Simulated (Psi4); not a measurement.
# UHF/3-21G run of triplet C3H5F

Aim: energy and forces of triplet C3H5F. 

The results are computed with Psi4 1.11.

## Step 1: The structure to begin with

C3H5F: 9 atoms, total charge 0, spin state triplet. SMILES of the parent species: `C=CCF`. The coordinates come from a PBE0-D4/def2-TZVP relaxation. This is one conformer, not always the lowest. That shape belongs to the parent species and isn't relaxed for this state.

Bond lengths: C1–C2 1.324 Å, C2–C3 1.486 Å, C3–F4 1.387 Å, C1–H5 1.084 Å, C1–H6 1.086 Å, C2–H7 1.087 Å, C3–H8 1.096 Å, C3–H9 1.094 Å. Some angles: C1–C2–C3 123.6°, C2–C3–F4 110.3°, C1–C2–H7 120.6°, C3–C2–H7 115.9°, C2–C1–H5 121.7°, C2–C1–H6 121.3°, C2–C3–H8 111.1°, C2–C3–H9 111.2°, F4–C3–H8 106.9°, F4–C3–H9 108.2°.

## Step 2: Energy and forces at UHF/3-21G

run.py reads:

```python
import psi4

psi4.set_memory('1600 MB')
psi4.set_num_threads(1)
psi4.set_output_file('psi4.out', False)

geom = psi4.geometry("""
0 3
C     -1.09226170     2.12121757    -1.14895348
C      0.66612846     0.40704701    -0.66782921
C      0.37889009    -1.61155844     1.26328191
F      0.81352710    -3.96502335     0.19331898
H     -0.79840929     3.60786512    -2.52599691
H     -2.89449351     2.10515490    -0.16837460
H      2.45626602     0.43595982    -1.67524221
H      1.75706735    -1.38101185     2.79150343
H     -1.52463104    -1.61061358     2.06868319
units au
symmetry c1
no_reorient
no_com
""")

psi4.set_options({
    'basis': '3-21G',
    'reference': 'uhf',
    'puream': True,
    'e_convergence': 1e-09,
    'd_convergence': 1e-08,
    'scf_type': 'pk',
    'maxiter': 200,
})

E, wfn = psi4.gradient("hf", return_wfn=True)
psi4.oeprop(wfn, "LOWDIN_CHARGES", "MAYER_INDICES", "DIPOLE")
print('gradient / Eh bohr^-1')
print(E.np.round(6))
print(f'energy = {wfn.energy():.10f} Eh')
for k, v in sorted(psi4.core.scalar_variables().items()):
    print(f'{k:45s} {v:18.10f}')
```

The run is started by

```console
python run.py
```

**Question.** What will come out? Wanted: total energy; dipole moment; HOMO energy; LUMO energy; ⟨S²⟩; largest force on an atom.

Answer, from the run:

At UHF/3-21G:

| quantity | value |
| --- | --- |
| total energy | -214.60243 Eh |
| dipole moment | 2.27 D |
| HOMO energy (highest over α and β) | -6.87 eV |
| LUMO energy (lowest over α and β) | 1.07 eV |
| ⟨S²⟩ | 2.020 |
| largest force on an atom | 11.468 eV/Å |
